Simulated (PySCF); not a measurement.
**Working out the ionisation energy of P**

P [Ne] 3s2 3p3 (4S) → P⁺ [Ne] 3s2 3p2 (3P). All numbers are calculated (PySCF 2.14, the non-relativistic Hamiltonian (point nucleus), in pcseg-2 (5s4p2d1f, 34 functions)). Frozen: [Ne]. Energies in hartree (1 hartree = 27.21139 eV):

```
            part    P (lower)   P⁺ (upper)
             UHF  -340.709213  -340.344389
CCSD correlation    -0.092001    -0.078583
             (T)    -0.002810    -0.001955
```

Task: What does Hartree-Fock give?

Result: (-340.344389) − (-340.709213) = 0.364824 hartree = 9.927 eV.

Task: What do CCSD and CCSD(T) give?

Result: The CCSD correlation energies differ by 0.013418 hartree = 0.365 eV and the triples by 0.000855 hartree = 0.023 eV, so CCSD gives 10.292 eV and CCSD(T) 10.315 eV.

Measured between the centres of the two terms (NIST): 10.526 eV, so CCSD(T) (valence) is off by -0.211 eV.

What remains against the reference includes basis incompleteness, the frozen core and higher excitations.
